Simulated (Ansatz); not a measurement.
```yaml
crystal:
  periodic: [false, false, false]
  atoms:
    - {symbol: C, position_ang: [-1.175602, -0.032277, -0.000790]}
    - {symbol: O, position_ang: [0.000673, 0.051863, 0.000445]}
    - {symbol: N, position_ang: [1.148942, -0.079858, -0.000183]}
    - {symbol: H, position_ang: [-1.968220, 0.671112, 0.004892]}
basis:
  gaussian: {orbitals: def2-TZVP}
hamiltonian: {xc: pbe0}
relax: {f_tol: 0.004, max_steps: 80}
```

```sh
$ ansatz run in.yaml --threads 1 --pin off --events-out ev --progress --plain --max-ram 2176MiB
```

Steps of the relaxation (energy above the last step; positions in Å, forces in eV/Å):

```
4
step 1, 274.1 meV
C    -1.176   -0.032   -0.001   -2.284   -1.483   -0.014
O     0.001    0.052    0.000   -0.345    0.543    0.005
N     1.149   -0.080    0.000    2.641   -0.018    0.001
H    -1.968    0.671    0.005   -0.012    0.958    0.008
```

```
4
step 2, 154.7 meV
C    -1.198   -0.057   -0.001   -0.935   -1.203   -0.011
O    -0.002    0.042    0.000   -0.036    0.477    0.004
N     1.171   -0.067    0.000    0.641    0.071    0.001
H    -1.965    0.693    0.005    0.329    0.655    0.006
```

```
4
step 3, 49.6 meV
C    -1.237   -0.129   -0.002   -0.329   -0.254   -0.002
O    -0.024    0.020    0.000    0.824    0.384    0.004
N     1.176   -0.023    0.000   -1.127    0.000    0.000
H    -1.910    0.743    0.006    0.632   -0.130   -0.001
```

```
4
step 6, 0.0 meV
C    -1.261   -0.176   -0.002    0.016    0.018    0.000
O    -0.043    0.024    0.000   -0.003   -0.003    0.000
N     1.139    0.005    0.001   -0.021   -0.001    0.000
H    -1.829    0.758    0.006    0.008   -0.014    0.000
```

```
4
step 7, 0.0 meV
C    -1.261   -0.176   -0.002    0.001    0.001    0.000
O    -0.043    0.024    0.000   -0.002    0.000    0.000
N     1.138    0.005    0.001    0.000    0.000    0.000
H    -1.829    0.758    0.006    0.001   -0.001    0.000
```

Close pairs at the end: C1–H4 1.093 Å, O2–N3 1.182 Å, C1–O2 1.234 Å.

A stationary point of restricted PBE0 after 7 steps (its stability towards spin polarisation wasn't tested); no frequencies were run, so it isn't proven a minimum. 15 s on 1 thread of Intel Xeon Platinum 8375C, shared host.
